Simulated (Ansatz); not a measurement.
Geometry optimisation, RKS B3LYP-D4/def2-SVP in Ansatz 0.2.0.

The input (input.yaml):

```yaml
crystal:
  periodic: [false, false, false]
  atoms:
    - { symbol: Si, position_ang: [0.0, 0.0, 0.0] }
    - { symbol: Si, position_ang: [0.0, 0.0, 2.57] }
    - { symbol: H, position_ang: [-1.3148, -0.4067, 3.0574] }
    - { symbol: H, position_ang: [1.0096, -0.9353, 3.0574] }
    - { symbol: H, position_ang: [0.3052, 1.342, 3.0574] }
    - { symbol: H, position_ang: [1.3768, 0.0, -0.4862] }
    - { symbol: H, position_ang: [-0.6877, 1.1914, -0.4862] }
    - { symbol: H, position_ang: [-0.6877, -1.1914, -0.4862] }
    - { symbol: Cl, position_ang: [-2.306, 0.0, 0.7662] }
    - { symbol: H, position_ang: [-1.454, 0.0, 2.0036] }
basis:
  gaussian: { orbitals: def2-SVP }
hamiltonian:
  xc: b3lyp
  dispersion: d4
relax:
  f_tol: 0.15
  max_steps: 25
  restrain:
    - { distance: [0, 8], at: 2.13, k: 30.0 }
    - { distance: [9, 1], at: 1.46, k: 30.0 }
    - { distance: [0, 1], at: 3.42, k: 30.0 }
    - { distance: [9, 8], at: 2.57, k: 30.0 }
```

Launched with:

```bash
$ ansatz run input.yaml --threads 2 --pin off --max-ram 3072MiB --backend cpu --events-out ev --progress --plain --runs-dir out
```

**Question.** Where does it end, and by what steps?

**Answer.** The run converged. The restraints hold the end off the free minimum. After 15 steps the energy has fallen by 4.002 eV (the restraints' own energy left out); H6 moved furthest, 1.52 Å. Parted: Cl9–H10 (1.50 → 2.58 Å).

```tsv
step	energy less start (eV)	largest force component (eV/Å)	accepted
0	0.0000	4.931	yes
1	1.1342	3.484	yes
2	1.9059	2.731	yes
3	1.4227	2.825	yes
4	0.3491	2.315	yes
5	-0.6929	2.187	yes
6	-1.7238	2.542	yes
7	-2.6136	1.782	yes
8	-3.0422	0.983	yes
9	-3.3439	1.149	yes
10	-3.6151	1.307	yes
11	-3.8300	1.081	yes
12	-3.9309	0.795	yes
13	-3.9714	0.634	yes
14	-3.9741	0.782	yes
15	-4.0017	0.551	yes
```

```xyz
10
Properties=species:S:1:pos:R:3
Si -0.414 0.184 -0.414
Si -0.213 -0.232 2.989
H -0.612 -0.738 4.335
H 1.113 -0.811 2.628
H -0.118 1.253 3.021
H 0.559 0.813 0.511
H -0.179 0.681 -1.794
H -0.300 -1.294 -0.365
Cl -2.367 0.765 0.142
H -1.228 -0.620 1.999
```

Time of the run: 12 s on 2 threads of AMD EPYC 9R45 96-Core Processor (Zen 5) (shared host), peak memory 0.2 GiB.
